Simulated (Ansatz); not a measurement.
Born–Oppenheimer molecular dynamics of BH3O (5 atoms, charge 0, multiplicity 1). It starts from a relaxed structure.

Computed with RKS PBE0-D4/def2-TZVP (Ansatz 0.2.0).

```json
{
 "ensemble": "NVE (velocity Verlet)",
 "time step": "1 fs",
 "steps asked": "100",
 "starting velocities drawn for": "50 K",
 "masses": "H 10 u",
 "seed": "341607"
}
```

First frame:

```xyz
5
Properties=species:S:1:pos:R:3
B -0.044 -0.068 -0.077
H 0.136 -0.146 1.109
O 0.946 -0.369 -0.941
H 1.761 -0.642 -0.511
H -1.087 0.275 -0.550
```

Task: How far do the bonds stretch over the last three quarters of this one trajectory? (Pairs bonded in most of those frames.)

Result: 
| bond | mean (Å) | spread (Å) | shortest | longest |
| --- | --- | --- | --- | --- |
| B1–H2 | 1.202 | 0.015 | 1.18 | 1.23 |
| B1–O3 | 1.348 | 0.004 | 1.34 | 1.36 |
| B1–H5 | 1.197 | 0.016 | 1.17 | 1.22 |
| O3–H4 | 0.961 | 0.002 | 0.96 | 0.96 |

Mean temperature of the second half: 24 K. The conserved energy stayed within 0.033 meV per atom of its start (net change 0.024 meV per atom), so the integration is sound. Over the second half the temperature averaged 0.48 of the 50 K drawn at the start: a run that starts near a minimum puts about half its kinetic energy into the potential. A run of 0.1 ps of so small a system gives no equilibrium averages.

Time of the run: 100 s on 1 thread of Arm Neoverse V1, on a shared host, peak memory 0.1 GiB.
